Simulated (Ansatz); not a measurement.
**Scan of BH2, doublet**

Starting geometry (PBE0/def2-TZVP stationary point for this spin, not checked as a minimum):

```yaml
atoms:
  - { symbol: B, position_ang: [0.0000, -0.0800, 0.0000] }
  - { symbol: H, position_ang: [0.0000, 0.4291, -1.0770] }
  - { symbol: H, position_ang: [0.0000, 0.4291, 1.0770] }
```

From there all distances are scaled together; atoms are numbered as listed. Energies are in eV, counted from the starting geometry at the same level.

Basis aug-cc-pVDZ; Ansatz 0.2.0. Only valence electrons are correlated (noble-gas cores frozen). R marks a restricted (for open shells ROHF) determinant, U an unrestricted one.

Unrestricted rows (U) aren't spin-pure: their determinants' ⟨S²⟩ exceeds S(S+1) by up to 0.91, so they mix in states of higher spin.

Full CI is exact within this basis and frozen core; it isn't the basis-set limit. The frozen core follows each run's orbitals, which can shift R against U totals by a few meV.

```json
{"scale of all distances": "0.871", "UCCSD(T)": "0.881"}
{"scale of all distances": "1.000", "UCCSD(T)": "0.000"}
{"scale of all distances": "1.139", "UCCSD(T)": "0.422"}
{"scale of all distances": "1.324", "UCCSD(T)": "1.819"}
{"scale of all distances": "1.520", "UCCSD(T)": "3.417"}
{"scale of all distances": "1.778", "UCCSD(T)": "4.980"}
{"scale of all distances": "2.014", "UCCSD(T)": "5.818"}
{"scale of all distances": "2.369", "UCCSD(T)": "6.510"}
```

Task: Estimate the full CI curve in aug-cc-pVDZ from this one, knowing how UCCSD(T) errs.

Result: The computed full CI values, in eV from the starting point, and the error of UCCSD(T) against them:
```tsv
scale of all distances	full CI	UCCSD(T) less full CI
0.871	0.884	-0.003
1.000	0.000	0.000
1.139	0.418	0.005
1.324	1.804	0.015
1.520	3.381	0.036
1.778	4.911	0.069
2.014	5.729	0.089
2.369	6.393	0.117
```

Full CI's occupations show more than one leading determinant at 2.369.

The error spans 0.120 eV and is largest, 0.117 eV, at 2.369.
